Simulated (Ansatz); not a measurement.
Results of RPBE (Ansatz, a first-principles code, plane waves, PAW) for fluorite CdF₂.

Numerical settings: plane-wave cutoff 520 eV, 12×12×12 k mesh, Fermi–Dirac smearing 0.01 eV, scalar-relativistic PAW data made under PBE.

The cell is scaled about its equilibrium volume:

```tsv
V (Å³/atom)	P (GPa)	direct gap at Γ (eV)	smallest gap on the k mesh (eV)
13.566	5.66	3.714	3.157
13.855	3.55	3.658	3.081
14.143	1.67	3.602	3.006
14.432	0.00	3.546	2.934
14.721	-1.49	3.489	2.863
15.009	-2.81	3.431	2.794
15.298	-3.99	3.357	2.726
```

The fundamental gap (2.93 eV at the equilibrium volume, with added k points) lies elsewhere than Γ–Γ.

Measured, for comparison: band gap 7.8 eV (temperature not stated, not corrected to a static lattice, indirect W–Γ; as tabulated in Cappellini et al. (2013), arXiv:1302.2571).

Note: the cell is over a tenth larger than the published one: the level's own overestimate first of all, though another phase or state, or a fault of the published cell, is possible.

Spin–orbit coupling is not included.
